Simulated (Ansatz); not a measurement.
## C3H2O (propiolaldehyde): entropy by statistical mechanics

A singlet with charge 0, relaxed at r2SCAN/def2-TZVP (Ansatz 0.2.0):

```xyz
6

C    -0.3610    1.0709   -1.0325
C    -0.0930    0.2062   -0.2361
C     0.2736   -0.7936    0.7343
O    -0.3236   -1.8335    0.8879
H    -0.6166    1.8210   -1.7436
H     1.1627   -0.5352    1.3440
```

Harmonic wavenumbers in cm⁻¹: 206, 267, 633, 663, 729, 957, 1005, 1407, 1736, 2182, 2908, 3464.

Masses in u: C 12.011, O 15.999, H 1.008. Take T = 298.15 K, p = 1 bar, R = 8.3145 J/(mol K), kT/hc = 207.22 cm⁻¹, rigid rotor and harmonic oscillator.

Problem. Compute the standard molar entropy.

Solution. 
1. Translation (Sackur–Tetrode): S = R[3/2 ln M + 5/2 ln T − 1.1517] with M = 54.048 gives 158.6 J/(mol K).
2. Rotation: principal moments 7.418, 104.278, 111.696 u Å² give A, B, C = 2.2725, 0.1617, 0.1509 cm⁻¹; the symmetry number is σ = 1; q = (√π/σ)√((kT/hc)³/ABC) = 22453; S = R(ln q + 3/2) = 95.8.
3. Vibration: with u = ν̃/207.22, each mode gives R[u/(eᵘ − 1) − ln(1 − e⁻ᵘ)]; the sum is 20.7, most from 206 cm⁻¹ (8.7), 267 cm⁻¹ (6.8), 633 cm⁻¹ (1.7).
4. Electronic: R ln 1 = 0.0, from the spin multiplicity alone.
5. Sum: 158.6 + 95.8 + 20.7 + 0.0 = 275.1 J/(mol K).

No measured value is set beside it here. Where a soft mode is a torsion, a harmonic oscillator describes it poorly.
